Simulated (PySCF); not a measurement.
Molecule: `Sc1ccno1`, C3H3NOS.

Geometry:
```csv
atom,x (Å),y (Å),z (Å)
S1,2.313,0.386,-0.275
C2,0.618,0.060,-0.041
C3,-0.495,0.541,-0.673
C4,-1.546,-0.133,0.003
N5,-1.105,-0.930,0.938
O6,0.261,-0.808,0.909
H7,2.708,-0.442,0.716
H8,-0.553,1.258,-1.487
H9,-2.620,-0.058,-0.167
```

Geometry PBE0-D3(BJ)/def2-SVP throughout; GIAO in PySCF 2.14.0 with density-fitted response routines, gas phase, one conformer, non-relativistic; equivalent atoms averaged; functional PBE0.

**Question.** How do the shifts δ (against CS2, TMS, NH3, H2O at the same level) depend on the basis set? (ppm; last column core-seconds on shared hosts with different chips, so compare them loosely)

**Answer.** 
| basis set | functions | S1 | C2 | C4 | C3 | N5 | O6 | H9 | H8 | H7 | core-s |
| --- | --- | --- | --- | --- | --- | --- | --- | --- | --- | --- | --- |
| STO-3G | 37 | -64.0 | 138.6 | 122.0 | 91.5 | 296.5 | 244.4 | 7.74 | 5.51 | 2.23 | 2 |
| 6-31G | 64 | -59.5 | 161.6 | 146.0 | 98.6 | 392.5 | 367.4 | 8.09 | 6.24 | 3.74 | 4.2 |
| pcSseg-0 | 64 | -61.1 | 180.7 | 165.0 | 109.7 | 452.6 | 419.9 | 8.19 | 6.14 | 4.16 | 5.1 |
| 6-31G* | 94 | -25.8 | 154.3 | 142.9 | 95.3 | 367.5 | 353.1 | 7.65 | 5.68 | 3.95 | 5.7 |
| def2-SVP | 103 | -31.1 | 161.5 | 146.5 | 96.0 | 391.5 | 378.2 | 7.64 | 5.70 | 3.90 | 5.7 |
| cc-pVDZ | 103 | -44.8 | 161.9 | 147.5 | 98.2 | 393.3 | 382.3 | 7.79 | 5.78 | 4.10 | 8.7 |
| pcSseg-1 | 124 | -38.6 | 167.4 | 155.0 | 103.1 | 423.3 | 404.8 | 7.99 | 6.01 | 4.64 | 8.9 |
| aug-cc-pVDZ | 169 | -44.2 | 161.7 | 147.5 | 97.2 | 387.0 | 375.0 | 8.17 | 6.02 | 4.40 | 17 |
| 6-311+G(2d,p) | 188 | -21.5 | 166.3 | 153.1 | 101.2 | 407.0 | 391.8 | 8.06 | 6.00 | 4.53 | 13 |
| def2-TZVP | 210 | -19.4 | 168.4 | 154.7 | 102.3 | 415.8 | 401.4 | 8.09 | 5.99 | 4.61 | 17 |
| cc-pVTZ | 226 | -36.4 | 166.3 | 153.6 | 101.9 | 413.1 | 398.9 | 8.03 | 6.00 | 4.50 | 24 |
| IGLO-III | 249 | -12.4 | 172.0 | 158.1 | 104.5 | 418.7 | 401.6 | 8.05 | 5.99 | 4.53 | 29 |
| pcSseg-2 | 265 | -23.7 | 173.0 | 159.5 | 106.1 | 423.7 | 405.1 | 8.10 | 6.07 | 4.67 | 33 |

**Question.** Which nucleus moves most, in ppm?

**Answer.** O6 (aromatic ring oxygen): from 244.4 ppm with STO-3G to 419.9 ppm with pcSseg-0. The smallest spread is 0.55 ppm, at H9. Proton shifts span only some 12 ppm, so a few tenths of a ppm matter as much there as several ppm in carbon.

**Question.** Taking the largest basis, pcSseg-2 (265 functions), as the yardstick, rank the others by their worst heavy-atom deviation.

**Answer.** def2-TZVP 7.9 ppm (210 functions), IGLO-III 11.3 ppm (249 functions), cc-pVTZ 12.8 ppm (226 functions), pcSseg-1 14.9 ppm (124 functions), 6-311+G(2d,p) 16.7 ppm (188 functions), cc-pVDZ 30.5 ppm (103 functions), def2-SVP 32.2 ppm (103 functions), aug-cc-pVDZ 36.8 ppm (169 functions), pcSseg-0 37.4 ppm (64 functions), 6-31G 37.7 ppm (64 functions), 6-31G* 56.2 ppm (94 functions), STO-3G 160.7 ppm (37 functions).

A small basis that lands close on one nucleus may do so by chance; judge by the trend and by all nuclei.
